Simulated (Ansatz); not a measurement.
Reaction (hydrogenolysis of a C–F bond): `N=C(F)C=O` + H₂ → `N=CC=O` + H–F

Program: Ansatz. Geometries: PBE0-D4/def2-TZVP. ΔE: electronic, gas phase. CCSD(T)/CBS is the MP2 limit (def2-TZVPP, def2-QZVPP) plus CCSD(T) − MP2 in def2-TZVPP, frozen cores. This one scheme is used for every species. Functionals use def2-TZVPP. HSE06 is defined as in plane-wave codes. Each species was taken in one conformer, which may not be the lowest.

| level | ΔE (kcal/mol) | difference from CCSD(T)/CBS |
| --- | --- | --- |
| LDA (SPW92) | -7.9 | 7.2 |
| PBE-D4 | -9.5 | 5.6 |
| r2SCAN-D4 | -8.7 | 6.4 |
| r2SCAN0-D4 | -10.8 | 4.3 |
| ωB97M-V | -11.3 | 3.8 |
| HSE06 | -11.7 | 3.4 |
| BHLYP | -12.6 | 2.5 |
| RPA@PBE/def2-TZVPP | -13.2 | 1.9 |
| CCSD(T)/def2-SVP | -10.5 | 4.6 |
| MP2/def2-QZVPP | -15.0 | 0.1 |
| CCSD(T)/CBS | -15.1 | 0 |

Problem. What do rigid-rotor, harmonic-oscillator terms from PBE0-D4/def2-TZVP frequencies (298.15 K, 1 bar) make of the CCSD(T)/CBS value? (An estimate is asked.)

Solution. Ansatz gave: ΔZPE = +4.3 kcal/mol, ΔH = -11.1 kcal/mol, ΔS = 25 J/(mol·K), ΔG = -12.9 kcal/mol.

Largest T1 diagnostic among the species: 0.015.

From r2SCAN to r2SCAN0 (25 % exact exchange), in def2-TZVPP and without D4, ΔE moves by −2.1 kcal/mol. At CCSD(T), def2-SVP lies +4.6 kcal/mol from the extrapolated value and def2-TZVPP +1.1 kcal/mol. Leaving LDA and LC-ωPBE aside and taking each functional with its dispersion term where it has one, the values, not all of them listed here, spread over 4.5 kcal/mol, from PBE-QIDH to r2SCAN-D4. LDA lies +1.9 kcal/mol from PBE without D4.
